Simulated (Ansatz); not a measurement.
We consider rock-salt MgS, described by G0W0@r²SCAN in Ansatz (plane waves, hard PAW, contour deformation).

The cell has the measured lattice parameters. Conventional cell: a = 5.2033 Å, b = 5.2033 Å, c = 5.2033 Å, α = 90.00°, β = 90.00°, γ = 90.00°.

One run with a 10×10×10 mesh, response cutoff 100 eV and 147 empty bands, not extrapolated in mesh or basis; no spin–orbit coupling.

Highest filled and lowest empty level by k point (fractions of the reciprocal vectors of the cell (0.000 2.602 2.602) (2.602 0.000 2.602) (2.602 2.602 0.000) Å; eV from the valence maximum of each method):

```tsv
k	r²SCAN filled	r²SCAN empty	QP filled	QP empty
0 0 0	0.00	4.64	0.00	5.49
0 0.1 0.4	-0.76	5.81	[?]	[?]
0 0.1 -0.5	-0.75	5.70	-0.81	6.69
0 0.3 -0.4	-1.25	4.94	-1.34	5.99
0 0.4 -0.4	-1.51	4.28	-1.64	5.32
0.1 0.2 -0.5	-0.88	6.35	-0.94	7.42
0.1 0.3 -0.5	-1.35	5.49	-1.46	6.58
0.1 -0.5 -0.4	-1.96	4.14	[?]	[?]
```

Question: Estimate the withheld levels to about 0.1 eV.

Answer: 
- 0 0.1 0.4, QP filled: -0.82
- 0 0.1 0.4, QP empty: 6.80
- 0.1 -0.5 -0.4, QP filled: -2.12
- 0.1 -0.5 -0.4, QP empty: 5.18

Note: cell and atoms aren't relaxed at this level.

Ansatz is an electronic-structure program.
